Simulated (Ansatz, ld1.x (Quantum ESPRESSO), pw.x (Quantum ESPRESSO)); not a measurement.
## Rb (Z = 37): one change to the TM potential, in the atom and in the fcc crystal

rubidium (Rb), norm-conserving Troullier–Martins (Kleinman–Bylander form), made with ld1.x (Quantum ESPRESSO) 7.5 (LDA (PW92), scalar-relativistic). Core [Kr], reference 5s1 5p0. Waves: 5p (bound, empty): rc 4.20 bohr; 4d channel at 0.1 Ry: rc 3.70 bohr; 5s (bound): rc 4.20 bohr. Local part: the s channel. Core correction: none.

Change: all radii scaled by about 1.25 (s 5.24, p 5.24, d 4.60 bohr).

Cutoffs, loose and tight: the cutoffs (Ry, on a coarse ladder) from which the occupation-weighted sum of valence levels, in a spherical-Bessel basis at the reference potential, stays within 10 and 1 mRy of its value at 400 Ry. They do not see the model core or the augmentation charge, which bear on the density cutoff. Test errors are all-electron minus pseudo excitation energies from the reference, over the configurations 5s0.5 5p0; 5s0 5p1 (two spin-polarised tests are not counted in the largest error); variants that change the core or the reference have their own tests.

Crystal test: fcc Rb in pw.x 7.5, no spin, 9³ k-points, Fermi–Dirac smearing 0.01 Ry, cutoffs set for each file from its atomic test. The reference is all-electron LAPW (Ansatz 0.2.0) with the same functional, mesh and smearing; V0 and B0 come from Birch–Murnaghan fits to the pressures at five volumes. Errors are pseudo minus all-electron; Δ is the rms difference of the E(V) curves that follow from these fits, minima aligned, over ±6 % about the mean V0. Mesh and smearing are coarse, so the numbers serve the comparison and aren't converged zero-temperature values; the lattice is a test structure that the element need not adopt.

All-electron: a0 = 6.782 Å (V0 = 77.97 Å³/atom), B0 = 3.5 GPa.

Q: Does the change bring the crystal closer to the all-electron result?

A: The mean pressure error goes from -0.28 to -0.35 GPa, so the change moves the solid further from the all-electron pressures. Neither pressure curve crosses zero within the volumes sampled, so no fits are given.

| quantity | base | changed |
| --- | --- | --- |
| outcome (atom) | generated | generated |
| cutoff, loose (atom) | 6 Ry | 6 Ry |
| cutoff, tight (atom) | 6 Ry | 6 Ry |
| bound ghosts (atom) | none | none |
| largest test error (meV) (atom) | +65 | +59 |
| cutoffs in pw.x (Ry) | 35/140 | 35/140 |
| mean pressure error (GPa) | -0.28 | -0.35 |

Base: This is a poor potential for the solid. Changed file: The largest radius (5.24 bohr) exceeds half the bond length (4.54 bohr), so the spheres overlap, which is one possible source of error among others. This is a poor potential for the solid. The atomic tests give no hint of an error of this size, and its cause was not traced. The atomic cutoffs weigh occupied waves only.
